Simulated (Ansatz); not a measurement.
The input, for Ansatz 0.2.0:

```yaml
crystal:
  periodic: [false, false, false]
  atoms:
    - {symbol: Cl, position_ang: [0.000000, 0.000000, -1.772667]}
    - {symbol: H, position_ang: [0.000000, 0.000000, 0.211333]}
    - {symbol: Cl, position_ang: [0.000000, 0.000000, 1.561333]}
basis:
  gaussian: {orbitals: cc-pVTZ}
magnetization: {spin_polarized: false, initial_magnetization: 1}
correlation: {method: fic_mrcisd_q, electrons: outside_noble_gas, active_space: {window: {electrons: 3, orbitals: 3}}}
```

```sh
$ ansatz run in.yaml --threads 2 --pin off --events-out ev --progress --plain --max-ram 16896MiB --backend cuda --devices 0, --max-vram 18GiB
```

Problem. Roughly how long does this take on 2 threads of AMD EPYC 7R13 with a shared H100 80 GB, shared host, and how much host memory?

Solution. 3.4 s wall and 0.83 GiB.

```
477 factors; integrals over basis functions are off by at most 9.4e-4 eV
mean field evaluation 1: about -25021.7787 eV, gradient 1.2e1 eV
mean field evaluation 2: about -25021.7807 eV, gradient 1.2e1 eV
mean field evaluation 4: about -25022.7271 eV, gradient 1.5e0 eV
mean field evaluation 8: about -25022.7399 eV, gradient 1.1e-1 eV
mean field evaluation 16: about -25022.7485 eV, gradient 7.7e-1 eV
mean field evaluation 32: about -25022.8715 eV, gradient 6.9e-5 eV
mean field evaluation 64: about -25022.8715 eV, gradient 3.3e-5 eV
mean field evaluation 96: about -25022.7399 eV, gradient 8.1e-6 eV
mean field evaluation 128: about -25021.2932 eV, gradient 4.3e0 eV
mean field -25022.87153753 eV, -919.5735678928 hartree, gradient 1.2e-6 eV, S^2 0.750000; 12 other end points of the search recorded, 0 dependent functions left out
reference -25022.87153753 eV, -919.5735678928 hartree; 18, 17 occupied and 64, 65 virtual orbitals, 477 factors
state -25023.31583442 eV, -919.5898955023 hartree
contracted CI cycle   1: correlation 0.00000000 eV, 0.0000000000 hartree, residual 3.03e1 eV
contracted CI cycle   2: correlation -9.61695715 eV, -0.3534166567 hartree, residual 4.09e0 eV
contracted CI cycle   3: correlation -9.79870996 eV, -0.3600959491 hartree, residual 8.46e-1 eV
contracted CI cycle   4: correlation -9.80724985 eV, -0.3604097845 hartree, residual 2.56e-1 eV
contracted CI cycle   5: correlation -9.80807205 eV, -0.3604399997 hartree, residual 7.89e-2 eV
contracted CI cycle   6: correlation -9.80815170 eV, -0.3604429267 hartree, residual 2.79e-2 eV
contracted CI cycle   7: correlation -9.80816249 eV, -0.3604433234 hartree, residual 1.08e-2 eV
contracted CI cycle   8: correlation -9.80816391 eV, -0.3604433755 hartree, residual 3.70e-3 eV
contracted CI cycle   9: correlation -9.80816409 eV, -0.3604433821 hartree, residual 1.37e-3 eV
state -25023.31583442 eV, -919.5898955023 hartree; corrected -25034.34329653 eV, -919.9951472603 hartree
state -25023.11153638 eV, -919.5823876879 hartree
contracted CI cycle   1: correlation 0.00000000 eV, 0.0000000000 hartree, residual 3.05e1 eV
contracted CI cycle   2: correlation -9.74892790 eV, -0.3582664923 hartree, residual 4.16e0 eV
contracted CI cycle   3: correlation -9.94547530 eV, -0.3654894762 hartree, residual 8.81e-1 eV
contracted CI cycle   4: correlation -9.95536736 eV, -0.3658530025 hartree, residual 2.62e-1 eV
contracted CI cycle   5: correlation -9.95621248 eV, -0.3658840601 hartree, residual 7.04e-2 eV
contracted CI cycle   6: correlation -9.95627490 eV, -0.3658863539 hartree, residual 2.22e-2 eV
contracted CI cycle   7: correlation -9.95628154 eV, -0.3658865981 hartree, residual 7.67e-3 eV
contracted CI cycle   8: correlation -9.95628230 eV, -0.3658866259 hartree, residual 2.49e-3 eV
contracted CI cycle   9: correlation -9.95628239 eV, -0.3658866294 hartree, residual 1.04e-3 eV
state -25023.11153638 eV, -919.5823876879 hartree; corrected -25034.33244866 eV, -919.9947486083 hartree
state -25023.31583442 eV, -919.5898955023 hartree; corrected -25034.34329653 eV, -919.9951472603 hartree
Total energy: -25034.34329653 eV, -919.9951472603 hartree
```

Natural occupations: 1.9756 1.0000 0.0244.

For the same geometry and basis UCCSDT(Q) lies 252.1 meV lower.
